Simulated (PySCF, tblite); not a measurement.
Isomers of C2H4Cl2, one GFN2-xTB conformer each. Single-point energies are computed at PBE0/pcSseg-1 (PySCF, gas phase, no added dispersion term), electronic only.

Question: Rank them by PBE0/pcSseg-1 energy, lowest first (kJ/mol).
A. `[Cl:1][CH2:2][CH2:3][Cl:4]` with Cl1–C2–C3–Cl4 180°
B. 1,1-dichloroethane, `CC(Cl)Cl`

Answer: A (0.0), B (2.8).

Neighbours under 10 kJ/mol apart (ClCCCl and CC(Cl)Cl) can change places with a better method, another conformer or zero-point energy. GFN2-xTB itself gives, in the same order: 8.8, 0.0. GFN2-xTB puts CC(Cl)Cl lowest instead.

Q: Which frontier levels, dipoles and rotational constants go with these structures?

A: 
| SMILES | HOMO (eV, PBE0/pcSseg-1) | LUMO (eV) | dipole (D) | A, B, C (MHz) |
| --- | --- | --- | --- | --- |
| ClCCCl | -8.74 | 0.32 | 0.01 | 29291, 1515, 1467 |
| CC(Cl)Cl | -8.65 | 0.08 | 2.23 | 6411, 3244, 2289 |

Q: What happens when harmonic zero-point energies from GFN2-xTB frequencies are added?

A: 
| SMILES | ZPE (kJ/mol) | electronic (kJ/mol) | with ZPE (kJ/mol) |
| --- | --- | --- | --- |
| ClCCCl | 146.4 | 0.0 | 0.0 |
| CC(Cl)Cl | 145.6 | 2.8 | 2.0 |

The zero-point energies span 0.8 kJ/mol. The order is unchanged.

Q: As an exercise, what shares would exp(−E/RT) give at 2000 K from these electronic energies alone (no entropy, no degeneracies)?

A: RT = 16.629 kJ/mol: ClCCCl 54.2 %, CC(Cl)Cl 45.8 %.
